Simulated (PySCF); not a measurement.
**State search for NaF**

Unrestricted PBE0; basis Na pcseg-2, F pcseg-2; no relativity; PySCF 2.14. Outer shells of the fragments: Na 3s1; F 2s2 2p5.

Followed along the bond (rough minima from three points):

```
2Ms+1  unpaired  ⟨S²⟩ at the start  R at minimum (Å)  Te (eV)
    1      none               0.00              1.94     0.00
    3  σ ↑, π ↑               2.00  none in the scan   ≤ 4.70
```

Solutions found at the starting distance of 2.190 Å, counted from the lowest of them; the search is not exhaustive and high or unbound solutions are not listed, so other states can lie among these:

```
2Ms+1  unpaired   term  E (eV)  ⟨S²⟩  ⟨Lz²⟩  μ (D)
    1      none    ¹Σ⁺    0.00  0.00   0.00  -9.07
    3  σ ↑, π ↑     ³Π    4.56  2.00   1.00   1.85
    1  σ ↑, π ↓  mixed    4.59  1.00   1.00   2.03
    3      σ ↑↑    ³Σ⁺    4.78  2.00   0.00   1.93
    3      π ↑↑  mixed    6.28  2.00   2.00   0.43
    3      π ↑↑  mixed    6.34  2.00   2.00   0.49
```

A term symbol is given only where ⟨S²⟩ and ⟨Lz²⟩ are close to those of a pure state; real π, δ and φ orbitals otherwise mix terms. A positive dipole means Na(−)F(+).

Counting both spins, an empty level lies below a filled one in some of these solutions, because spin and occupation are held.
